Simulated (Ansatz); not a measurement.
# BNH₂ (triplet): the correlation ladder at a displaced geometry (v1), cc-pVDZ

An exercise on one series of results from a longer session: the logs are not shown, and one member is left open.

Computed with Ansatz 0.2.0, Gaussian basis. Level: cc-pVDZ, core rule «outside noble gas», up to 2 orbitals frozen.

To be run: UHF; CCSD(T) on ROHF; CCSD(T) on UHF; BCCD(T) on ROHF; CISD as a restricted active space (open shells left free, so some higher excitations enter); CCSDT(Q) on ROHF; CCSDT(Q) on UHF; CASSCF and MRCISD+Q, 10 electrons in 10 orbitals; CASSCF and NEVPT2, 10 electrons in 10 orbitals.

24 further runs of the same task are left out: 3 for a known fault of the program, 11 that didn't finish, 10 set aside as unsound or not needed. Runs told in other sessions of the task aren't counted.

### The geometry

The geometry is a PBE0/def2-TZVP stationary point (not a proven minimum) with its atoms shifted at random (size 0.040 Å).

4 atoms, charge 0, spin multiplicity 3.

Atoms are counted from 1 here; the program's logs count them from 0.

Bond lengths: B1–N2 1.379 Å, N2–H3 0.990 Å, N2–H4 1.018 Å. Angles: B1–N2–H3 128.4°, B1–N2–H4 123.8°, H3–N2–H4 107.8°.

Set-up of the first run:

The input, in.yaml:

```yaml
crystal:
  periodic: [false, false, false]
  atoms:
    - {symbol: B, position_ang: [0.000755, 0.007543, 0.867589]}
    - {symbol: N, position_ang: [-0.000078, -0.008600, -0.511020]}
    - {symbol: H, position_ang: [0.047886, -0.790240, -1.117056]}
    - {symbol: H, position_ang: [-0.054891, 0.828846, -1.087253]}
basis:
  gaussian: {orbitals: cc-pVDZ}
magnetization: {spin_polarized: true, initial_magnetization: 2}
hamiltonian: {xc: hf}
output: {orbitals: {seedname: orbitals}}
```

The run is started by

```
ansatz run in.yaml --threads 1 --pin off --events-out ev --progress --plain --max-ram 2393MiB
```

Steps of the session up to this table: UHF; CCSD(T) on ROHF; CCSD(T) on UHF; BCCD(T) on ROHF; CISD as a restricted active space (open shells left free, so some higher excitations enter); CCSDT(Q) on ROHF; CCSDT(Q) on UHF; CASSCF and MRCISD+Q, 10 electrons in 10 orbitals; CASSCF and NEVPT2, 10 electrons in 10 orbitals.

One of the session's tables, all rows but one given; the rest of the session is left out.

```
          method  from UCCSDT(Q) (meV)
            ROHF               +6521.7
             UHF               +6450.5
            RMP2                +730.1
            UMP2                +705.7
            CISD                +562.6
           RCCSD                +206.1
           UCCSD                +205.3
        RCCSD(T)                 +32.2
        UCCSD(T)                 +32.2
         BCCD(T)                 +32.9
          RCCSDT                     ?
          UCCSDT                 +14.5
       RCCSDT(Q)                  +1.3
       UCCSDT(Q)                     0
  CASSCF valence               +3489.2
  NEVPT2 valence                +835.3
  MRCISD valence                +182.2
MRCISD+Q valence                 +38.0
```

Estimate the missing values for RCCSDT.

As computed: from UCCSDT(Q) (meV): +14.7. In the column «from UCCSDT(Q) (meV)» it lies between UCCSDT (+14.5) and RCCSD(T) (+32.2).

Caveats from the session: Restricted and unrestricted rows rest on different reference determinants; a gap between their highest levels can come from leftover correlation error, from unlike frozen cores or from another state.
